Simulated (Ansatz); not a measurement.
Results of B3LYP (VWN-RPA form) in Ansatz (plane waves, PAW) for rock-salt TiC.

Settings: plane-wave cutoff 460 eV, 12×12×12 k mesh, Fermi–Dirac smearing 0.05 eV, no spin polarisation, scalar-relativistic PAW data made under PBE.

Equation-of-state points:

```csv
V (Å³/atom),E − E_lowest (meV/atom),P (GPa)
9.715,23.58,15.05
9.940,7.40,8.12
10.226,0.00,0.34
10.482,4.42,-5.75
10.737,17.98,-11.13
```

Q: What bulk modulus B0 and pressure derivative B′ does a third-order Birch–Murnaghan fit give?

A: V0 = 10.239 Å³/atom, B0 = 258 GPa, B′ = 4.0 (fit to the energies at full precision).

Measured, for comparison: bulk modulus 240 GPa (temperature not stated, not corrected to a static lattice, our sources range from 235 to 268; as tabulated in Krasnenko and Brik (2013), arXiv:1306.3139); equilibrium volume per atom 10.15 Å³/atom (temperature not stated, not corrected to a static lattice; as tabulated in Zhang et al. (2018), doi:10.1088/1367-2630/aac7f0). Computed (rounded) less measured: bulk modulus not scored (sources differ), equilibrium volume per atom +0.9 %.

Ansatz is a first-principles code.
